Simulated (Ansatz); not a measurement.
Counterpoise correction, worked out

The pair of HF (SMILES F, atoms 1–2) and CH$_{4}$O (SMILES CO, atoms 3–8), both closed shells, in one local arrangement (a lower one may exist), relaxed at PBE0-D4/def2-TZVP:

F1  (-0.243, 0.096, -2.465)
H2  (0.039, 0.343, -1.597)
C3  (0.013, -0.421, 0.800)
O4  (0.408, 0.657, -0.038)
H5  (0.475, -1.319, 0.393)
H6  (-1.072, -0.554, 0.803)
H7  (0.369, -0.273, 1.823)
H8  (0.011, 1.471, 0.282)
(Å)

Computed with Ansatz 0.2.0 (basis: def2-TZVPPD); correlated methods freeze the cores.

MP2 total energies in eV:

| system | geometry | basis functions | energy |
| --- | --- | --- | --- |
| pair | pair | all | -5874.41158 |
| HF | as in the pair | all (partner as ghosts) | -2730.36930 |
| CH$_{4}$O | as in the pair | all (partner as ghosts) | -3143.62793 |
| HF | as in the pair | its own | -2730.35502 |
| CH$_{4}$O | as in the pair | its own | -3143.60802 |
| HF | free (PBE0-D4 minimum) | its own | -2730.37406 |
| CH$_{4}$O | free (PBE0-D4 minimum) | its own | -3143.60652 |

(1) Work out the interaction energy with and without the counterpoise correction, the superposition error, and the binding energy from the relaxed fragments.

T1 diagnostic: at most 0.011.

Answers

(1) Without correction: -5874.41158 − (-2730.35502) − (-3143.60802) = -0.44854 eV.
With correction (each fragment in the whole basis): -5874.41158 − (-2730.36930) − (-3143.62793) = -0.41435 eV = -9.56 kcal/mol.
The superposition error is the difference, 0.03419 eV, 8 % of the uncorrected value: each fragment borrows its partner's functions.
Deformation from the free shapes: 0.01904 eV for HF and -0.00150 eV for CH$_{4}$O (a small negative value is possible, since the free shapes are minima of another method).
Binding energy from relaxed fragments: -0.41435 + 0.01904 + (-0.00150) = -0.39681 eV = -9.15 kcal/mol (electronic, without zero-point energy; negative means bound). For comparison, the corrected interaction energy by CCSD(T) at an estimated basis limit (MP2 extrapolated from triple and quadruple zeta, plus CCSD(T) − MP2 in triple zeta) is -0.438 eV.

For scale, one of the runs: CCSD(T)/def2-TZVPPD, 202 basis functions, launched by `ansatz run in.yaml --threads 2 --pin off --events-out ev --progress --plain --max-ram 5222MiB`. The run took 25 s on 2 CPU threads of an AMD EPYC 9R45 (shared host), with 2.7 GiB of host memory at its peak.
